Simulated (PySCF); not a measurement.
A geometry optimisation on `F/C=C\CF`.

Method: PBE0-D3(BJ)/def2-SVP geometry optimisation, gas phase (PySCF 2.14.0). Start geometry: GFN2-xTB. The command runs a driver script over a list of jobs; the input below is this job's line of settings and its coordinates in Å.

Command:
```bash
OMP_NUM_THREADS=1 python probes_run.py task.json out
```

Input:
```
{"job": {"xc": "PBE0", "basis": "def2-SVP", "d3": "d3bj", "grid": 1, "shake": 0.01, "kind": "geom"}, "charge": 0, "multiplicity": 1}
F      1.233360    -1.206870    -1.162110
C      1.341150    -0.144970    -0.330140
C      0.288500     0.405730     0.264840
C     -1.068390    -0.053240     0.089550
F     -1.849110     0.226930     1.197530
H      2.371050     0.177360    -0.235230
H      0.466110     1.240010     0.940000
H     -1.567130     0.469840    -0.751120
H     -1.157740    -1.131950    -0.047040
```

Output:
```
step   0  E = -315.80005852  max force = 0.043287
step   1  E = -315.80331034  max force = 0.010030
step   2  E = -315.80327422  max force = 0.005299
step   3  E = -315.80359461  max force = 0.003472
step   4  E = -315.80358849  max force = 0.003988
step   5  E = -315.80369519  max force = 0.002959
step   6  E = -315.80376999  max force = 0.001245
step   7  E = -315.80382900  max force = 0.000532
step   8  E = -315.80390670  max force = 0.001103
step   9  E = -315.80395547  max force = 0.001080
step  10  E = -315.80397521  max force = 0.000516
step  11  E = -315.80397363  max force = 0.000195
optimisation converged
```

Energies in Eh; «max force» is the largest Cartesian gradient component in Eh/bohr.

Task: How much energy does the optimisation release, in eV?

Result: E(step 0) − E(last step) = 0.003915 Eh, which is 0.107 eV.

Task: At which steps does the energy rise by more than 1e-5 Eh?

Result: At step 2 (+0.04 mEh).

In short: final energy -315.80397 Eh after 11 steps; dipole 1.83 D.

Hardware: an Arm Neoverse N1 with one thread (shared host). Cost: 48 s, 0.38 GiB resident at most.
Labels such as C1 count atoms from 1, the log's own numbers from 0.
